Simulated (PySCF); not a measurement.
2-butynal, C4H4O.
SMILES: `CC#CC=O`

The calculation used PySCF, TDDFT PBE0/def2-SVPD, vertical, gas phase, core orbitals frozen in the response. Geometry: PBE0-D3(BJ)/def2-SVP; no solvent, vibrations or thermal averaging.

Each state is given a Gaussian of 0.5 eV full width at half maximum, with ε(max) = 2.175×10⁸ f / Δν̃ (Δν̃ the width in cm⁻¹). The width is an assumption, not a result. The curve ends short of the highest state used, and states not computed would add to its high-energy end.

| λ (nm) | ε (L mol⁻¹ cm⁻¹) |
| --- | --- |
| 164.2 | 2133 |
| 168.5 | 1048 |
| 172.8 | 517 |
| 177.1 | 275 |
| 181.4 | 141 |
| 185.7 | 53 |
| 190.0 | 14 |
| 194.3 | 16 |
| 198.6 | 116 |
| 203.0 | 628 |
| 207.3 | 2117 |
| 211.6 | 4862 |
| 215.9 | 7937 |
| 220.2 | 9562 |
| 224.5 | 8792 |
| 228.8 | 6357 |
| 233.1 | 3710 |
| 237.4 | 1791 |
| 241.7 | 730 |
| 246.0 | 257 |
| 250.3 | 80 |
| 254.6 | 24 |
| 258.9 | 10 |
| 263.2 | 7 |
| 267.5 | 7 |
| 271.8 | 6 |
| 276.1 | 6 |
| 280.5 | 5 |
| 284.8 | 4 |
| 289.1 | 4 |
| 293.4 | 4 |
| 297.7 | 5 |
| 302.0 | 7 |
| 306.3 | 10 |
| 310.6 | 12 |
| 314.9 | 14 |
| 319.2 | 15 |
| 323.5 | 15 |
| 327.8 | 15 |
| 332.1 | 13 |
| 336.4 | 12 |
| 340.7 | 10 |
| 345.0 | 8 |
| 349.3 | 6 |
| 353.6 | 4 |
| 358.0 | 3 |
| 362.3 | 2 |
| 366.6 | 1 |
| 370.9 | 1 |
| 375.2 | 1 |
| 379.5 | 0 |
| 383.8 | 0 |
| 388.1 | 0 |
| 392.4 | 0 |
| 396.7 | 0 |
| 401.0 | 0 |

(1) Where are the band maxima, and which computed states make them?

(2) On this curve, what absorbance would a 10⁻⁵ mol/L sample give at 254 nm over a 1 cm path?

(3) Coming from long wavelengths, where does ε first pass 100 L mol⁻¹ cm⁻¹?

Answers

(1) 323 nm (3.84 eV), ε about 15, made up of S1 (100%); 221 nm (5.61 eV), ε about 9600, made up of S3 (100%) (ε in L mol⁻¹ cm⁻¹; maxima over ε = 5, shares over 10%). At its high-energy end, 7.55 eV, the curve is still rising (ε about 2100, from S6, S8 and S9). The states used: S1 3.84 eV (f 0.0003); S2 4.61 eV (f 0.0001); S3 5.61 eV (f 0.178); S4 6.90 eV (f 0.0005); S5 7.06 eV (f 0.0036); S6 7.49 eV (f 0.017); S7 7.60 eV (f 0.0016); S8 7.66 eV (f 0.0057); S9 8.12 eV (f 0.563); S10 8.15 eV (f 0.039).

(2) 254 nm is 4.881 eV, where ε is about 29 L mol⁻¹ cm⁻¹, so A = ε c l ≈ 0.00029 (Beer–Lambert, with the gas-phase spectrum and the assumed width).

(3) At about 249 nm (4.97 eV), 1.13 eV above S1.

The vertical ionisation energy (ΔSCF) is 10.09 eV, 1.94 eV above S10.
